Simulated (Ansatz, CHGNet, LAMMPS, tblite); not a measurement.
## How well does each level of theory give the lattice parameter a of zinc-blende GaN (metastable phase)?

Reference value: 4.5 Å (measured, 300 K, no zero-point or thermal correction; as tabulated in Vurgaftman et al. (2001), doi:10.1063/1.1368156).

```json
[
 {"level (code)": "Tersoff GaN.tersoff (LAMMPS)", "value (Å)": "4.499", "difference (%)": "-0.02"},
 {"level (code)": "GFN2-xTB (tblite)", "value (Å)": "4.433", "difference (%)": "-1.49"},
 {"level (code)": "CHGNet 0.3.0", "value (Å)": "4.536", "difference (%)": "+0.80"},
 {"level (code)": "LDA (Ansatz)", "value (Å)": "4.455", "difference (%)": "-1.00"},
 {"level (code)": "PBE (Ansatz)", "value (Å)": "4.548", "difference (%)": "+1.07"},
 {"level (code)": "rVV10 (Ansatz)", "value (Å)": "4.571", "difference (%)": "+1.58"},
 {"level (code)": "r²SCAN (Ansatz)", "value (Å)": "4.498", "difference (%)": "-0.04"},
 {"level (code)": "LC-ωPBE (Ansatz)", "value (Å)": "4.457", "difference (%)": "-0.96"},
 {"level (code)": "Hartree–Fock (Ansatz)", "value (Å)": "4.502", "difference (%)": "+0.04"}
]
```

The reference is not for a static lattice or low temperature, so close values are not ranked against it. Off by more than 1.25 %, or 1.75 % on the side where a correction would as a rule narrow the miss (bounds picked here): rVV10 (+1.58 %).

The reference isn't brought to a static lattice, while the calculations are for one, so the differences are not the levels' errors alone. A static lattice is as a rule a little smaller than the measured one.  GFN2-xTB: the method was fitted mainly to molecules. GFN2-xTB: the run uses a supercell at the zone centre in place of a k mesh. Cutoffs and k meshes differ between the levels. Ansatz's density-functional and Hartree–Fock values are scalar-relativistic unless marked +SOC, with PAW data made under PBE.

Empirical potentials (Tersoff GaN.tersoff) are fitted to chosen data: where that held the value shown, agreement is built in, and what lay outside the fit can be far off. Machine-learned potentials (CHGNet 0.3.0) are trained on DFT data: a solid inside that data is no test of them.

Differences are worked out from the printed values.

Ansatz is an electronic-structure program.
